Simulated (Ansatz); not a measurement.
A displaced shape of doublet SiH3:

```xyz
4

Si   -0.0207   -0.0409    0.0595
H     1.4530   -0.0411   -0.3698
H    -0.7381    1.2618   -0.3387
H    -0.6996   -1.2138   -0.4150
```

It was optimised with PBE0/def2-SVP in Ansatz (development build ahead of 0.2.0) to forces under 0.001 eV/Å, with unrestricted orbitals. Each step stands on the lowest determinant of that kind that the program's search found.

Problem. What shape does it relax to, and how does the optimisation go?

Solution.

```yaml
atoms:
  - { symbol: Si, position_ang: [-0.0037, -0.0201, 0.0715] }
  - { symbol: H, position_ang: [1.4237, -0.0154, -0.3690] }
  - { symbol: H, position_ang: [-0.7037, 1.2335, -0.3408] }
  - { symbol: H, position_ang: [-0.7218, -1.2320, -0.4257] }
```

Bond lengths: Si1–H2 1.494 Å, Si1–H3 1.494 Å, Si1–H4 1.494 Å. Angles: H2–Si1–H3 111.3°, H2–Si1–H4 111.3°, H3–Si1–H4 111.3°.

```tsv
step	E − E(start) (eV)	largest force (eV/Å)
1	0.0000	1.5320
2	-0.0614	0.4292
3	-0.0662	0.0112
4	-0.0662	0.0013
5	-0.0662	0.0001
```

The optimisation ended after 5 steps with its threshold met.
